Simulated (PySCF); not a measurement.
**Simulated absorption spectrum**

Compound: streptocyanine-1, CH5N2 (charge +1).
Bonds: N1–C2, C2–N3 (double). Hydrogens: H4, H5 on N1; H6 on C2; H7, H8 on N3.

Computed with TDDFT B3LYP/def2-SVPD, vertical, gas phase, core orbitals frozen in the response (PySCF 2.14.0, density-fitted response routines). Isolated species at its PBE0-D3(BJ)/def2-SVP geometry, gas phase. Torsions of this conformer, `[NH2:1][CH:2]=[NH2+:3]`: H–N1–C2–N3 0°, H–N1–C2–N3 180°.

Computed states:

| state | E (eV) | f |
| --- | --- | --- |
| S1 | 7.57 | 0.342 |
| S2 | 8.24 | 0.0000 |
| S3 | 8.87 | 0.0000 |
| S4 | 9.21 | 0.024 |
| S5 | 9.93 | 0.0044 |
| S6 | 10.59 | 0.0007 |
| S7 | 10.72 | 0.0000 |
| S8 | 10.83 | 0.098 |
| S9 | 11.14 | 0.0000 |
| S10 | 11.63 | 0.0000 |

Each state is given a Gaussian of 0.25 eV full width at half maximum, with ε(max) = 2.175×10⁸ f / Δν̃ (Δν̃ the width in cm⁻¹). The width is an assumption, not a result. The curve ends short of the highest state used, and states not computed would add to its high-energy end.

Q: Give the broadened spectrum and its maxima.

A: 
(E (eV), ε (L mol⁻¹ cm⁻¹)): (7.20, 79), (7.31, 1742), (7.42, 13176), (7.53, 34056), (7.64, 30086), (7.74, 10589), (7.85, 1205), (7.96, 47), (8.07, 1), (8.18, 0), (8.29, 0), (8.40, 0), (8.51, 0), (8.62, 0), (8.73, 0), (8.84, 5), (8.95, 119), (9.06, 909), (9.17, 2368), (9.28, 2108), (9.39, 642), (9.50, 67), (9.61, 8), (9.72, 73), (9.82, 289), (9.93, 474), (10.04, 266), (10.15, 51), (10.26, 4), (10.37, 10), (10.48, 95), (10.59, 952), (10.70, 5214), (10.81, 10455), (10.92, 7216), (11.03, 1704)

Maxima: 164 nm (7.57 eV), ε about 37000, made up of S1 (100%); 135 nm (9.21 eV), ε about 2600, made up of S4 (100%); 125 nm (9.92 eV), ε about 470, made up of S5 (100%); 115 nm (10.83 eV), ε about 11000, made up of S8 (100%) (ε in L mol⁻¹ cm⁻¹; maxima over ε = 5, shares over 10%).

Q: What would ε be at 7.57 eV, the highest of these maxima, with half the width (0.125 eV)?

A: About 73700 L mol⁻¹ cm⁻¹ against 36900, a factor of about 2.00; a lone state at its own centre would give exactly 2.

All these states lie below the vertical ionisation energy of 16.99 eV (ΔSCF).

The run took 8.0 s of wall time on an x86-64 server with one thread, no GPU (shared host).
